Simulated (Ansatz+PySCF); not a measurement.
Two shapes of singlet H2O2 in separate pieces.

Shape 1:

```xyz
4

O     0.0000    0.0000   -0.1085
H     0.0000    0.0000    0.8679
O    29.9996   -0.1059   -0.0237
H    30.0032    0.8471    0.1892
```

Shape 2:

```xyz
4

O     0.0000    0.0000   -0.1085
H     0.0000    0.0000    0.8679
O    10.0000    0.0000   -0.1085
H    10.0000    0.0000    0.8679
```

Basis set: STO-3G (spherical functions). Left uncorrelated: 2 orbitals. Charge 0, multiplicity 1.

Computed with Ansatz (development build ahead of 0.2.0); each method stands on the lowest determinant of its kind that the runs found.

(1) Which shape is lower in energy, and by how much in each method?

Results:

(1)

```
                            method  E(2) − E(1) (eV)
                               RHF            -0.481
                               UHF             0.001
                          RHF-CCSD             0.001
                       UHF-CCSD(T)             0.001
full CI (lowest root of this spin)             0.001
```

Shape 2 is lower, bar methods that put the two within 0.005 eV. Caution for RHF, RHF-CCSD: an unrestricted determinant lies well below. Caution for UHF, UHF-CCSD(T): the unrestricted determinant is a mixture of spin states; the determinant breaks the point group. Caution for RHF-CCSD: large amplitudes, a single reference is doubtful. Caution for UHF-CCSD(T): bonds are stretched, where a single reference can fail.
